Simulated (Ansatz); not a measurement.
A made-up structure of LiH2S (charge +1), singlet:

| atom | x (Å) | y (Å) | z (Å) |
| --- | --- | --- | --- |
| Li1 | 1.4209 | -0.3515 | 1.3314 |
| S2 | 0.1069 | 0.2751 | -0.5718 |
| H3 | -0.9169 | 0.9217 | 0.0168 |
| H4 | 2.3680 | -0.0614 | 2.5752 |

It is relaxed with PBE-D4/def2-SVP and then PBE0-D4/def2-TZVP (Ansatz 0.2.0). Atoms count as bonded within 1.22 times the sum of their covalent radii (H–H: 0.88 Å). The end point is not checked to be a true minimum.

(1) Does its bonding change? (Judge from chemistry; the calculation decides.)

Answers

(1) Computed: Yes. Formed: S2–H4; broken: Li1–H4.

Where it ends: The first stage lowers the energy by 5.83 eV in 16 steps. It ends as LiH₂S ([Li][SH2]), total charge +1:
Li1  (0.943, -1.746, 1.158)
S2  (0.966, 0.496, 0.312)
H3  (-0.320, 0.855, 0.489)
H4  (1.390, 1.179, 1.392)
(Å)

Labels in which every atom is bracketed show which atoms are joined, not bond orders.

For scale, one of the runs: PBE0-D4/def2-TZVP relaxation, 63 basis functions, launched by `ansatz run in.yaml --threads 2 --pin off --events-out ev --progress --plain --max-ram 4352MiB`. The run took about 2.8 s on 2 CPU threads of an Arm Neoverse V1 (shared host).
